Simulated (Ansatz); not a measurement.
Process, species as SMILES: [CH] (CH) → CH+ (singlet, bonded as [CH]) + e-
B3LYP-D3(BJ)/def2-TZVP geometries, fixed; electronic energies without zero-point terms.

Basis-set convergence of the adiabatic ionisation energy at HF with Ansatz (an electronic-structure program). Cartesian d functions, on some or all atoms, in 6-31G**; all else is spherical. The T1 diagnostic of CCSD is high for at least one species. A restricted Hartree-Fock determinant is unstable towards unrestricted orbitals. An unrestricted Hartree-Fock determinant is markedly spin-contaminated. Open shells are unrestricted. No added dispersion term, no relativity. Functions are those of the species that has most. Reference: the value in aug-cc-pV5Z, 10.288 eV. Deviations are taken from unrounded values.

```tsv
basis	functions	adiabatic ionisation energy (eV)	minus reference (eV)
def2-SV(P)	16	10.331	0.043
cc-pVDZ	19	10.207	-0.081
6-31G**	20	10.149	-0.138
6-311G**	24	10.228	-0.060
cc-pVTZ	44	10.271	-0.017
def2-TZVPD	46	10.285	-0.002
jun-cc-pV(T+d)Z	53	10.282	-0.005
aug-cc-pVTZ	69	10.282	-0.005
pcseg-3	93	10.287	-0.001
```

The smallest set listed that lies within 0.1 eV of the reference with all its larger relatives (same family, alike in diffuse functions; a set with none counts only in the reference's own line) is def2-SV(P) (16 functions, 0.043 eV off). Inside, with no larger relative to test it: 6-311G**. (Relatives not listed, tested too: def2-SVP 0.039, def2-TZVP -0.008, def2-TZVPP -0.006, def2-TZVPPD -0.001, cc-pVQZ -0.005, def2-QZVP -0.002, def2-QZVPP -0.002, def2-QZVPPD 0.000, aug-cc-pVQZ -0.001, cc-pV5Z -0.001, pcseg-4 0.000, aug-cc-pV5Z 0.000 eV.)
